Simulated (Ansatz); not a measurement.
A made-up structure of AlBSiH5 (charge -1), closed shell:

```
8
angstrom
B -1.0277 1.1517 -1.0951
Si 0.7823 -1.4968 0.8325
Al 0.2352 0.6992 0.2549
H -1.5909 0.2705 -1.6973
H -1.3080 2.2888 -1.3940
H 0.9488 1.8054 1.0148
H 0.1959 -2.6279 0.2055
H 1.7193 -1.8731 1.8309
```

It is relaxed with PBE-D4/def2-SVPD and then PBE0-D4/def2-TZVPD (Ansatz 0.2.0). Atoms count as bonded within 1.22 times the sum of their covalent radii (H–H: 0.88 Å). The end point is not checked to be a true minimum.

**Question.** Does its bonding change? (Judge from chemistry; the calculation decides.)

**Answer.** The calculation gives: No: no bond forms or breaks.

Where it ends: The first stage lowers the energy by 0.61 eV in 7 steps. It ends as AlBSiH₅ ([BH2][AlH][SiH2]), total charge -1:
B1  (-1.052, 1.094, -1.122)
Si2  (0.760, -1.380, 0.807)
Al3  (0.364, 0.856, 0.386)
H4  (-1.528, 0.108, -1.637)
H5  (-1.487, 2.132, -1.573)
H6  (1.160, 1.980, 1.236)
H7  (0.068, -2.491, 0.070)
H8  (1.668, -2.081, 1.785)
(Å)

Labels in which every atom is bracketed show which atoms are joined, not bond orders.

For scale, one of the runs: PBE0-D4/def2-TZVPD relaxation, 168 basis functions, launched by `ansatz run in.yaml --threads 2 --pin off --events-out ev --progress --plain --max-ram 4352MiB`. The run took about 33 s on 2 CPU threads of an Arm Neoverse V2 (shared host).
